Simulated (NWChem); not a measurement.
Species: CH5N cation, doublet; SMILES of the neutral closed-shell parent NC

```xyz
7

C      0.0221     0.7012    -0.0003
N      0.0004    -0.7013    -0.0001
H     -0.5848     1.0941    -0.8656
H      1.0462     1.1119    -0.0032
H     -0.5786     1.0940     0.8697
H     -0.8913    -1.2278     0.0001
H      0.8665    -1.2685     0.0002
```
Atoms are numbered in this order, from 1.

Results from NWChem. Spin-unrestricted. Coordinates come from a PBE-D3(BJ)/def2-SVP, spin-unrestricted optimisation. This spin state was assumed; another may lie lower. No stability test was run on the SCF state. Level: PBE0/def2-SVP with SMD (1 M gas to 1 M solution), gas-phase geometry. Reactions with the solvent are ignored.

**Question.** Among these, which solvent gives the lowest value of “cavity-dispersion-structure term (kcal/mol)”?
A) tetrahydrofuran
B) water
C) cyclohexanone
D) benzene

**Answer.** D, benzene. Values: benzene 0.3; tetrahydrofuran 0.8; cyclohexanone 1.1; water 1.5
